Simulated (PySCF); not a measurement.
Compound: P4H4.
Bonds: P1–P2, P2–P3, P3–P4, P1–P4. Hydrogens: H5 on P1; H6 on P2; H7 on P3; H8 on P4.

NICS = −σ at a ghost point: NICS(0) at the centroid of the ring atoms, NICS(1) 1 Å to either side along the normal of their mean plane, zz for the tensor component along that normal. Level: GIAO PBE0/pcSseg-1 (PySCF, non-relativistic, gas phase) on the GFN2-xTB geometry, one conformer.

Ring bond lengths (Å), with Mayer bond orders in brackets: P1–P2 2.202 (0.96), P2–P3 2.235 (0.92), P3–P4 2.234 (0.92), P4–P1 2.202 (0.96).

Problem. Give the NICS values of each ring in ppm.

Solution. 
| ring | type | NICS(0) | NICS(1), two faces | NICS(1)zz, two faces | rms pucker (Å) | centre to ring atoms, mean (Å) |
| --- | --- | --- | --- | --- | --- | --- |
| P1–P2–P3–P4 | 4-membered ring with 4 P; formal bonds all single | 4.0 | 2.9 / 1.6 | 20.1 / 15.9 | 0.27 | 1.55 |

Problem. What can be read from them?

Solution. 
- P1–P2–P3–P4: mean NICS(1)zz 18.0 ppm, deshielded. A hydrogen on P3, outside the ring, lies 1.40 Å from a NICS(1) probe. The ring is puckered (0.27 Å rms). The two faces differ by 4.2 ppm, so no symmetry operation interchanges them.

Problem. What is the mean of the two in-plane components of NICS at the first NICS(1) probe listed for ring P1–P2–P3–P4, 1 Å off the ring?

Solution. The isotropic value is a third of the trace: (3 × 2.9 − (20.1))/2 = -5.7 ppm.

Problem. Give the inner angles of the rings and the Hirshfeld charges of the ring atoms.

Solution. 
- P1–P2–P3–P4: P1 86.3° (+0.010 e), P2 87.7° (+0.019 e), P3 84.7° (+0.013 e), P4 87.7° (+0.019 e); sum 346.5° against 360° for a flat convex ring.
